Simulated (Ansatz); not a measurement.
Geometry optimisation, RKS CAM-B3LYP-D4/def2-SVP (Ansatz 0.2.0).

Input:

```yaml
crystal:
  periodic: [false, false, false]
  atoms:
    - { symbol: Si, position_ang: [0.0, 0.0, 0.0] }
    - { symbol: Cl, position_ang: [0.0, 0.0, 2.13] }
    - { symbol: H, position_ang: [1.3768, 0.0, -0.4862] }
    - { symbol: H, position_ang: [-0.6877, 1.1914, -0.4862] }
    - { symbol: H, position_ang: [-0.6877, -1.1914, -0.4862] }
basis:
  gaussian: { orbitals: def2-SVP }
hamiltonian:
  xc: cam_b3lyp
  dispersion: d4
relax:
  f_tol: 0.02
  max_steps: 40
```

Command:

```bash
$ ansatz run input.yaml --threads 1 --pin off --max-ram 2048MiB --backend cpu --events-out ev --progress --plain --runs-dir out
```

Task: Where does it end, and by what steps?

Result: The forces met the threshold. After 4 steps the energy has fallen by 0.054 eV; Cl2 moved furthest, 0.05 Å.

```csv
step,energy less start (eV),largest force component (eV/Å),accepted
0,0.0000,1.244,yes
1,-0.0472,0.475,yes
2,-0.0352,0.949,no
3,-0.0539,0.039,yes
4,-0.0539,0.002,yes
```

```xyz
5
Properties=species:S:1:pos:R:3
Si 0.000 0.000 0.010
Cl 0.000 0.000 2.077
H 1.403 0.000 -0.472
H -0.701 1.215 -0.472
H -0.701 -1.215 -0.472
```

Whether the end is a true minimum wasn't checked by a vibrational analysis.

The run took 6 s on 1 thread of Arm Neoverse V2 (shared host), peak memory 0.11 GiB.
